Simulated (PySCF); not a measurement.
# CHCl₂F: NMR shifts at several levels of theory, part 2 of 2

PySCF 2.14.0. Atoms count from 0. Earlier steps stand in the parts before.

### 11 NMR shieldings: PBE0/6-31G*

What the job is given:

```
{"job": {"kind": "nmr", "xc": "PBE0", "basis": "6-31G*", "pop": true}, "charge": 0, "multiplicity": 1}
F      0.041802    -1.298461     0.475317
C     -0.001481    -0.014805     0.120452
Cl    -1.459386     0.291951    -0.827830
Cl     1.457406     0.401933    -0.783838
H     -0.038297     0.619375     1.015899
```

With the program's defaults for keys left out, this is: GIAO PBE0/6-31G* NMR shielding, non-relativistic, gas phase.

What it wrote:

```text
coarse grid: 6040 points
cycle   1  E = -1058.3857848179  dE =  5.216e-01  |g| = 6.365e-01  |ddm| = 2.273e+00
cycle   2  E = -1058.2616411419  dE =  1.241e-01  |g| = 1.038e+00  |ddm| = 1.210e+00
cycle   3  E = -1058.4732587138  dE = -2.116e-01  |g| = 2.942e-02  |ddm| = 7.206e-01
cycle   4  E = -1058.4734543178  dE = -1.956e-04  |g| = 1.293e-02  |ddm| = 5.640e-02
cycle   5  E = -1058.4735008387  dE = -4.652e-05  |g| = 1.256e-03  |ddm| = 1.820e-02
cycle   6  E = -1058.4735012140  dE = -3.753e-07  |g| = 3.812e-04  |ddm| = 1.858e-03
final grid: 51680 points
cycle   7  E = -1058.4498119624  dE = -7.525e-06  |g| = 5.201e-03  |ddm| = 1.131e-02
cycle   8  E = -1058.4498065807  dE =  5.382e-06  |g| = 7.639e-03  |ddm| = 8.648e-03
cycle   9  E = -1058.4498175080  dE = -1.093e-05  |g| = 3.815e-04  |ddm| = 4.867e-03
cycle  10  E = -1058.4498175482  dE = -4.027e-08  |g| = 7.130e-05  |ddm| = 6.578e-04
cycle  11  E = -1058.4498175493  dE = -1.050e-09  |g| = 3.754e-05  |ddm| = 1.068e-04
cycle  12  E = -1058.4498175496  dE = -2.860e-10  |g| = 6.425e-06  |ddm| = 3.631e-05
converged SCF energy = -1058.4498175496

GIAO shielding tensors (ppm)
atom      isotropic    diamagn.    paramagn.     s11        s22        s33       span
  0 F      281.550     470.455    -188.905    190.968    316.252    337.432    146.464
  1 C       82.106     245.123    -163.017     46.609     89.466    110.242     63.634
  2 Cl     618.568    1144.837    -526.269    311.965    537.625   1006.114    694.148
  3 Cl     618.302    1144.839    -526.537    311.399    537.275   1006.230    694.831
  4 H       24.710      27.246      -2.536     21.356     24.199     28.574      7.218
```

It took 3.8 s on 1 thread, shared host.

Key values: δ C1 112.0, F0 -82.6, Cl2 311, H4 7.25 ppm (means over like atoms).

### 12 NMR shieldings: PBE0/6-311+G(2d,p)

What the job is given:

```
{"job": {"kind": "nmr", "xc": "PBE0", "basis": "6-311+G(2d,p)", "pop": true}, "charge": 0, "multiplicity": 1}
F      0.041802    -1.298461     0.475317
C     -0.001481    -0.014805     0.120452
Cl    -1.459386     0.291951    -0.827830
Cl     1.457406     0.401933    -0.783838
H     -0.038297     0.619375     1.015899
```

Level: GIAO PBE0/6-311+G(2d,p) NMR shielding, non-relativistic, gas phase.

What it wrote:

```text
coarse grid: 6040 points
cycle   1  E = -1058.4692174640  dE =  4.694e-01  |g| = 6.165e-01  |ddm| = 1.906e+00
cycle   2  E = -1058.3457905031  dE =  1.234e-01  |g| = 1.031e+00  |ddm| = 9.329e-01
cycle   3  E = -1058.5449887423  dE = -1.992e-01  |g| = 3.353e-02  |ddm| = 5.599e-01
cycle   4  E = -1058.5451503747  dE = -1.616e-04  |g| = 1.963e-02  |ddm| = 5.373e-02
cycle   5  E = -1058.5452409149  dE = -9.054e-05  |g| = 2.451e-03  |ddm| = 2.115e-02
cycle   6  E = -1058.5452418645  dE = -9.496e-07  |g| = 1.142e-03  |ddm| = 3.781e-03
final grid: 51680 points
cycle   7  E = -1058.5680619261  dE = -2.346e-05  |g| = 4.251e-03  |ddm| = 1.643e-02
cycle   8  E = -1058.5680586493  dE =  3.277e-06  |g| = 5.606e-03  |ddm| = 6.459e-03
cycle   9  E = -1058.5680659097  dE = -7.260e-06  |g| = 8.275e-04  |ddm| = 3.921e-03
cycle  10  E = -1058.5680660478  dE = -1.381e-07  |g| = 8.110e-05  |ddm| = 7.715e-04
cycle  11  E = -1058.5680660487  dE = -8.595e-10  |g| = 3.895e-05  |ddm| = 9.660e-05
cycle  12  E = -1058.5680660489  dE = -2.426e-10  |g| = 1.284e-05  |ddm| = 3.400e-05
converged SCF energy = -1058.5680660489

GIAO shielding tensors (ppm)
atom      isotropic    diamagn.    paramagn.     s11        s22        s33       span
  0 F      263.781     469.133    -205.352    168.913    302.107    320.323    151.410
  1 C       69.069     246.682    -177.613     33.986     76.687     96.535     62.549
  2 Cl     586.557    1145.184    -558.627    273.082    495.652    990.937    717.855
  3 Cl     586.287    1145.185    -558.898    272.517    495.299    991.046    718.530
  4 H       23.912      29.588      -5.676     20.600     23.667     27.467      6.867
```

Wall time 7.8 s (1 thread, shared host).

Key values: δ C1 117.4, F0 -89.0, Cl2 362, H4 7.60 ppm (means over like atoms).

### 13 Shielding tensors: PBE0/def2-SVP

What the job is given:

```
{"job": {"kind": "nmr", "xc": "PBE0", "basis": "def2-SVP", "pop": true}, "charge": 0, "multiplicity": 1}
F      0.041802    -1.298461     0.475317
C     -0.001481    -0.014805     0.120452
Cl    -1.459386     0.291951    -0.827830
Cl     1.457406     0.401933    -0.783838
H     -0.038297     0.619375     1.015899
```

With the program's defaults for keys left out, this is: GIAO PBE0/def2-SVP NMR shielding, non-relativistic, gas phase.

What it wrote:

```text
coarse grid: 6040 points
cycle   1  E = -1057.8996358953  dE =  4.737e-01  |g| = 6.457e-01  |ddm| = 2.265e+00
cycle   2  E = -1057.7644789519  dE =  1.352e-01  |g| = 1.058e+00  |ddm| = 1.272e+00
cycle   3  E = -1057.9894523886  dE = -2.250e-01  |g| = 2.658e-02  |ddm| = 7.953e-01
cycle   4  E = -1057.9895791745  dE = -1.268e-04  |g| = 1.221e-02  |ddm| = 3.883e-02
cycle   5  E = -1057.9896132493  dE = -3.407e-05  |g| = 3.466e-03  |ddm| = 1.408e-02
cycle   6  E = -1057.9896153885  dE = -2.139e-06  |g| = 1.003e-03  |ddm| = 3.724e-03
final grid: 51680 points
cycle   7  E = -1058.0978040197  dE = -1.023e-05  |g| = 4.149e-03  |ddm| = 1.082e-02
cycle   8  E = -1058.0978003160  dE =  3.704e-06  |g| = 5.871e-03  |ddm| = 7.818e-03
cycle   9  E = -1058.0978079927  dE = -7.677e-06  |g| = 4.548e-04  |ddm| = 4.690e-03
cycle  10  E = -1058.0978080399  dE = -4.725e-08  |g| = 2.919e-05  |ddm| = 6.162e-04
cycle  11  E = -1058.0978080400  dE = -1.323e-10  |g| = 1.213e-05  |ddm| = 3.028e-05
converged SCF energy = -1058.0978080400

GIAO shielding tensors (ppm)
atom      isotropic    diamagn.    paramagn.     s11        s22        s33       span
  0 F      295.043     467.554    -172.511    215.152    317.928    352.049    136.897
  1 C       77.058     238.611    -161.553     39.461     86.842    104.873     65.412
  2 Cl     673.962    1144.424    -470.462    402.696    612.944   1006.246    603.550
  3 Cl     673.716    1144.426    -470.710    402.150    612.631   1006.369    604.219
  4 H       24.307      27.207      -2.900     20.824     23.881     28.216      7.392
```

It took 3.4 s on 1 thread, shared host.

Key values: δ C1 116.7, F0 -80.4, Cl2 294, H4 7.03 ppm (means over like atoms).

### 14 Nuclear shieldings: PBE0/def2-TZVP

What the job is given:

```
{"job": {"kind": "nmr", "xc": "PBE0", "basis": "def2-TZVP", "pop": true}, "charge": 0, "multiplicity": 1}
F      0.041802    -1.298461     0.475317
C     -0.001481    -0.014805     0.120452
Cl    -1.459386     0.291951    -0.827830
Cl     1.457406     0.401933    -0.783838
H     -0.038297     0.619375     1.015899
```

With the program's defaults for keys left out, this is: GIAO PBE0/def2-TZVP NMR shielding, non-relativistic, gas phase.

What it wrote:

```text
coarse grid: 6040 points
cycle   1  E = -1058.5074621767  dE =  4.984e-01  |g| = 6.122e-01  |ddm| = 1.751e+00
cycle   2  E = -1058.3849164219  dE =  1.225e-01  |g| = 1.036e+00  |ddm| = 8.099e-01
cycle   3  E = -1058.5825217451  dE = -1.976e-01  |g| = 3.755e-02  |ddm| = 4.928e-01
cycle   4  E = -1058.5827323268  dE = -2.106e-04  |g| = 2.094e-02  |ddm| = 4.289e-02
cycle   5  E = -1058.5828296835  dE = -9.736e-05  |g| = 3.762e-03  |ddm| = 1.655e-02
cycle   6  E = -1058.5828313501  dE = -1.667e-06  |g| = 2.340e-03  |ddm| = 3.336e-03
final grid: 51680 points
cycle   7  E = -1058.5859098489  dE = -3.095e-05  |g| = 5.597e-03  |ddm| = 2.057e-02
cycle   8  E = -1058.5859035789  dE =  6.270e-06  |g| = 7.341e-03  |ddm| = 7.597e-03
cycle   9  E = -1058.5859160010  dE = -1.242e-05  |g| = 1.085e-03  |ddm| = 4.803e-03
cycle  10  E = -1058.5859162198  dE = -2.188e-07  |g| = 1.368e-04  |ddm| = 7.629e-04
cycle  11  E = -1058.5859162217  dE = -1.938e-09  |g| = 7.756e-05  |ddm| = 9.090e-05
cycle  12  E = -1058.5859162226  dE = -8.738e-10  |g| = 1.107e-05  |ddm| = 3.933e-05
converged SCF energy = -1058.5859162226

GIAO shielding tensors (ppm)
atom      isotropic    diamagn.    paramagn.     s11        s22        s33       span
  0 F      266.494     467.032    -200.538    174.113    304.102    321.267    147.153
  1 C       67.475     236.658    -169.183     31.516     74.791     96.118     64.602
  2 Cl     571.013    1144.807    -573.793    249.465    476.661    986.915    737.450
  3 Cl     570.742    1144.809    -574.068    248.880    476.310    987.035    738.155
  4 H       23.986      27.008      -3.022     20.661     23.735     27.562      6.901
```

It took 9.2 s on 1 thread, shared host.

This run: δ C1 119.2, F0 -87.6, Cl2 362, H4 7.50 ppm (means over like atoms).

### 15 Comparing the runs: NMR shifts

Shifts (ppm), means over like atoms, with basis size and wall time (the measured row can stand on another reference than the computed rows):

```csv
run,C1,H4,F0,Cl2,functions,time
WP04/pcSseg-2,130.2,7.43,-85.4,366,172,10 s
B97-2/pcSseg-2,121.5,7.52,-87.1,351,172,9.9 s
BHandHLYP/pcSseg-2,116.7,7.23,-81.1,343,172,9.4 s
CAM-B3LYP/pcSseg-2,121.9,7.38,-84.4,371,172,14 s
wB97X-D/pcSseg-2,120.8,7.33,-85.6,354,172,15 s
LC-wPBE/pcSseg-2,118.8,7.14,-82.6,345,172,16 s
PBE0/STO-3G,96.7,5.24,-56.3,120,29,1.4 s
PBE0/6-31G,115.2,7.38,-87.7,328,46,3.2 s
PBE0/6-31G*,112.0,7.25,-82.6,311,66,3.8 s
"PBE0/6-311+G(2d,p)",117.4,7.60,-89.0,362,130,7.8 s
PBE0/def2-SVP,116.7,7.03,-80.4,294,69,3.4 s
PBE0/def2-TZVP,119.2,7.50,-87.6,362,142,9.2 s
measured,–,–,-80.8,–,–,–
```

Measured: G. Saielli, R. Bini, A. Bagno, Computational 19F NMR. 2. Organic compounds, RSC Adv. 2014, ESI (exp. from Berger-Braun-Kalinowski 1994 and Everett 1995).

### 16 Outcome

The summary covers parts 1 to 2.

```
                                                                quantity                                             value
                                                             point group                                                Cs
                                    rotational constants (main isotopes)                              7.01, 3.28, 2.34 GHz
                                  ¹³C shifts against TMS (WP04/pcSseg-2)                                         130.2 ppm
                                   ¹H shifts against TMS (WP04/pcSseg-2)                                          7.43 ppm
                                ¹⁹F shifts against CFCl3 (WP04/pcSseg-2)                                         -85.4 ppm
³⁵Cl shifts against HCl (WP04/pcSseg-2, means over atoms taken as alike)                                           366 ppm
                                measured, and computed on the same scale                             F0 δ -80.8, -85.4 ppm
                                               range of the shift of Cl2                                    120 to 371 ppm
                                           property runs in this session  12, of which 0 failed and 1 gave unsound results
```

What this shows: Single values in the summary come from the first run of each kind that ended normally (WP04/pcSseg-2), which need not be the best level. The optimisation took 6 steps and gained 0.014 eV; among the close pairs (by a distance rule), F0–C1 changed most, from 1.358 to 1.333 Å. C1 stands next to heavy halogen, whose spin-orbit shielding this run leaves out, so the computed shift lies too far downfield, most of all for carbon beside Br or I. At WP04/pcSseg-2: The widest tensor belongs to Cl2, Cl3: span 807 ppm, with a paramagnetic part of -615 ppm. The one measured ¹⁹F shift is missed by -4.6 ppm (computed less measured, unscaled). Vibration, temperature and solvent are missing from the calculation, so part of the miss against the measured shifts is not the functional's. In ppm, Cl2 (with its like atoms) moves most: its shift spreads over 251 ppm, from 120 (PBE0/STO-3G) to 371 (CAM-B3LYP/pcSseg-2). A minimal basis is unusable for shieldings, so that end is no result. For the one measured ¹⁹F shift, BHandHLYP/pcSseg-2 misses least (0.31 ppm, 9.4 s) and PBE0/STO-3G most (24.53 ppm, 1.4 s). One molecule ranks no method: errors cancel, and vibration and temperature are missing from all runs.
